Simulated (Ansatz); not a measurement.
in.yaml

```yaml
crystal:
  periodic: [false, false, false]
  atoms:
    - {symbol: Al, position_ang: [-0.000005, -0.119480, 2.946938]}
    - {symbol: Al, position_ang: [-0.000014, 0.077838, 0.382282]}
    - {symbol: N, position_ang: [-0.000007, -0.302525, -1.274166]}
    - {symbol: H, position_ang: [0.000027, 0.344168, -2.055055]}
basis:
  gaussian: {orbitals: cc-pVDZ}
magnetization: {spin_polarized: true, initial_magnetization: 2}
hamiltonian: {xc: {name: PBE}, pseudopotentials: {relativity: none}}
correlation: {method: bccd_t, electrons: outside_noble_gas, diis_vectors: 12}
output: {forces: true}
```

```sh
$ ansatz run in.yaml --threads 1 --pin off --events-out ev --progress --plain --max-ram 2393MiB
```

Roughly how long does this take on 1 thread of AMD EPYC 7B13, shared host, and how much host memory?

18 s wall and 0.27 GiB.

```
544 factors; integrals over basis functions are off by at most 1.0e-3 eV
mean field evaluation 1: about -14670.0740 eV, gradient 5.8e1 eV
mean field evaluation 2: about -14670.0724 eV, gradient 5.8e1 eV
mean field evaluation 4: about -14676.6651 eV, gradient 2.4e1 eV
mean field evaluation 8: about -14686.7216 eV, gradient 1.3e1 eV
mean field evaluation 16: about -14687.9569 eV, gradient 1.8e-2 eV
mean field evaluation 32: about -14682.3751 eV, gradient 2.0e1 eV
mean field evaluation 64: about -14686.9795 eV, gradient 1.8e0 eV
mean field evaluation 96: about -14687.9079 eV, gradient 1.5e0 eV
mean field -14687.95691310 eV, -539.7724607015 hartree, gradient 2.2e-6 eV, S^2 2.010189; 8 other end points of the search recorded, 0 dependent functions left out
11 core orbitals not correlated: weight in the atoms' cores, before any rotation towards them, 1.000 or more for the frozen orbitals, at most 0.000 for the correlated occupied ones
reference -14659.41374420 eV, -538.7235185919 hartree; 7, 5 occupied and 37, 39 virtual orbitals, 544 factors
second order -8.39859595 eV of doubles, -0.54073835 eV of singles
cycle   1  -7.92673663 eV  change    7.1e-1 eV  update   2.0e-1
cycle   2  -8.42836948 eV  change   -5.0e-1 eV  update   1.5e-1
...
cycle  20  -8.64143666 eV  change    7.6e-6 eV  update   8.8e-6
cycle  21  -8.64143561 eV  change    1.0e-6 eV  update   4.3e-6
cycle  22  -8.64143317 eV  change    2.4e-6 eV  update   2.3e-6
cycle  23  -8.64143250 eV  change    6.7e-7 eV  update   1.1e-6
cycle  24  -8.64143249 eV  change    4.9e-9 eV  update   5.6e-7
cycle  25  -8.64143292 eV  change   -4.3e-7 eV  update   2.8e-7
cycle  26  -8.64143300 eV  change   -8.0e-8 eV  update   1.3e-7
cycle  27  -8.64143303 eV  change   -3.2e-8 eV  update   8.0e-8
cycle  28  -8.64143299 eV  change    3.9e-8 eV  update   5.4e-8
perturbative correction -0.51256687 eV, -0.0188364851 hartree
WARN: these amplitudes may be one of several solutions (largest doubles amplitude 0.06, level shift 0.69 eV)
the calculation of the forces begins
mean field evaluation 128: about -14659.4137 eV, gradient 1.2e1 eV
Total energy: -14668.56774407 eV, -539.0599218821 hartree
Atom 0 at    -0.000005    -0.119480     2.946938 Å, force    -0.000003    -0.017407     0.080364 eV/Å
Atom 1 at    -0.000014     0.077838     0.382282 Å, force     0.000002     0.232974     0.880395 eV/Å
Atom 2 at    -0.000007    -0.302525    -1.274166 Å, force    -0.000015    -0.584705    -0.457579 eV/Å
Atom 3 at     0.000027     0.344168    -2.055055 Å, force     0.000017     0.369138    -0.503179 eV/Å
Dipole moment:     0.000005     0.214118     0.456134 e Å
```

Forces (eV/Å):
```
Al   0.000 -0.017  0.080
Al   0.000  0.233  0.880
N    0.000 -0.585 -0.458
H    0.000  0.369 -0.503
```
